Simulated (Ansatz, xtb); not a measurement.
**A geometry optimisation of CH2P2 with r2SCAN-D4/def2-SVP**

The starting geometry of this gas-phase singlet has its atoms placed at random.

```xyz
5

C    -0.6749    0.7421   -0.1539
P    -1.1110   -0.8576    0.9935
P     0.6930   -0.2183   -0.1192
H    -1.1293    0.7494    0.8347
H    -0.1768   -1.5352    0.3907
```

Question: Guess where an optimisation with r2SCAN-D4/def2-SVP ends from this start.

Answer: It ends as `C1=PP1`. Distances that change by over a tenth: P2–H5 (1.30 → 1.45 Å). Contacts that open: P2–H4 (1.61 → 2.74 Å), P3–H5 (1.66 → 2.89 Å).

The energy falls by 5.36 eV over 12 steps:

```csv
step,E − E(last) (eV)
1,5.356
2,3.837
3,2.929
5,1.349
6,0.886
7,0.352
8,0.155
10,0.000
11,0.000
12,0.000
```

Final geometry (Å):

```json
{"atom": "C", "x (Å)": "-0.6471", "y (Å)": "0.4962", "z (Å)": "0.3565"}
{"atom": "P", "x (Å)": "-0.3706", "y (Å)": "-1.1008", "z (Å)": "1.2124"}
{"atom": "P", "x (Å)": "0.9411", "y (Å)": "0.2621", "z (Å)": "-0.0386"}
{"atom": "H", "x (Å)": "-1.4674", "y (Å)": "1.2095", "z (Å)": "0.2375"}
{"atom": "H", "x (Å)": "-0.8549", "y (Å)": "-1.9867", "z (Å)": "0.1780"}
```

From the same start GFN2-xTB reaches the same bonding as this run.

From so rough a start the end depends on the optimiser's path, so another program may land elsewhere. No frequencies were run, so the end isn't proven a minimum. Run with Ansatz 0.2.0, 21 s on 1 thread of Arm Neoverse V2 (shared host).
